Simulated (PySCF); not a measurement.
# B: ionisation energy

B [He] 2s2 2p1 (2P) → B⁺ [He] 2s2 (1S), as a difference of total energies. All numbers are calculated (PySCF 2.14, no relativity, point nucleus, in aug-cc-pVTZ (5s4p3d2f, 46 functions)). Correlated levels: valence: 1s2 frozen. The calculations carry no spin-orbit coupling.

| method | ionisation energy (eV) |
| --- | --- |
| UHF | 8.037 |
| LDA | 8.642 |
| PBE | 8.670 |
| PBE0 | 8.645 |
| r2SCAN | 8.765 |
| wB97X | 8.507 |
| B97-3 | 8.565 |
| wB97X-V | 8.497 |
| M06-L | 8.569 |
| MP2 (valence) | 8.266 |
| SCS-MP2 (valence) | 8.235 |

Errors of the correlated levels include the incompleteness of this basis and the frozen core.

Which method comes closest to the reference value, and which is furthest?

The reference is 8.297 eV (measured; NIST levels, between the centres of gravity of the two terms). Closest: MP2 (valence) (error -0.031 eV); furthest: r2SCAN (error 0.468 eV).
